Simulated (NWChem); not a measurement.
System: C$_{2}$H$_{5}$O, doublet; SMILES CC[O]

Results from NWChem. Spin-unrestricted. Coordinates come from a PBE-D3(BJ)/def2-SVP, spin-unrestricted optimisation. No stability test was run on the SCF state. Gas-phase geometry, NWChem's default radii.

COSMO at PBE/def2-SVP gives an electrostatic solvation energy of -2.67 kcal/mol for ε = 3.9. Its surface charges are scaled by f = (ε − 1)/ε.

Q: Estimate the value for ε = 78.4 from the scaling alone and compare it with a run.

A: 
1. f = 0.7436 and 0.9872; their ratio is 1.328.
2. With a rigid solute density the energy is proportional to f: -2.67 × 1.328 = -3.54 kcal/mol.
3. The run gives -3.75 kcal/mol, 0.21 lower; the difference is the response of the solute's density to the stronger field.
